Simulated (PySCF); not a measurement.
Broadened absorption spectrum of aluminum trihydride

Species: aluminum trihydride, AlH3.
Structure used (PBE0-D3(BJ)/def2-TZVP), in Å, numbered top down from 1:
```
atom  x, y, z in Å
Al1    0.0513   -0.0548    0.0364
H2    -1.2889   -0.9011   -0.0059
H3     0.0630    1.4382   -0.4979
H4     1.3779   -0.6962    0.6218
```

Method used: TDDFT CAM-B3LYP/aug-cc-pVTZ, vertical, gas phase, core orbitals frozen in the response in PySCF. Geometry: PBE0-D3(BJ)/def2-TZVP; no solvent, vibrations or thermal averaging.

Each state is given a Gaussian of 0.25 eV full width at half maximum, with ε(max) = 2.175×10⁸ f / Δν̃ (Δν̃ the width in cm⁻¹). The width is an assumption, not a result. The curve ends short of the highest state used, and states not computed would add to its high-energy end.

E (eV), ε (L mol⁻¹ cm⁻¹) and a bar:
```
     4.97          0 
     5.06          0 
     5.16          0 
     5.25          0 
     5.34          0 
     5.44          0 
     5.53          0 
     5.63          0 
     5.72          0 
     5.82          0 
     5.91          0 
     6.01          0 
     6.10          0 
     6.20          0 
     6.29          0 
     6.38          0 
     6.48          0 
     6.57          0 
     6.67          0 
     6.76          0 
     6.86          0 
     6.95          0 
     7.05          0 
     7.14          0 
     7.23          0 
     7.33          0 
     7.42          0 
     7.52          1 
     7.61         44 
     7.71        870 #
     7.80       6000 #####
     7.90      22074 ####################
     7.99      33393 ##############################
     8.09      22778 ####################
     8.18       7615 #######
     8.27       1549 #
```

(1) Where are the band maxima, and which computed states make them?

(2) Coming from long wavelengths, where does ε first pass 100 L mol⁻¹ cm⁻¹?

(3) Does any computed singlet lie in the visible range?

Answers

(1) 155 nm (8.00 eV), ε about 33000, made up of S3 (50%) and S4 (50%) (ε in L mol⁻¹ cm⁻¹; maxima over ε = 5, shares over 10%). The states used: S1 5.34 eV (f 0.0000); S2 5.35 eV (f 0.0000); S3 8.00 eV (f 0.155); S4 8.00 eV (f 0.155); S5 8.08 eV (f 0.0000); S6 8.44 eV (f 0.0059); S7 8.45 eV (f 0.0060); S8 8.73 eV (f 0.0000); S9 8.87 eV (f 0.147); S10 8.87 eV (f 0.148).

(2) At about 162 nm (7.64 eV), 2.30 eV above S1.

(3) No computed singlet lies in the visible range (380 to 750 nm); the lowest, at 232 nm, stands 2.08 eV above its violet end (3.26 eV).

On one thread, Arm Neoverse N1 (aarch64), on a shared host, this took 3.4 s of wall time and 0.37 GiB of memory at its peak.
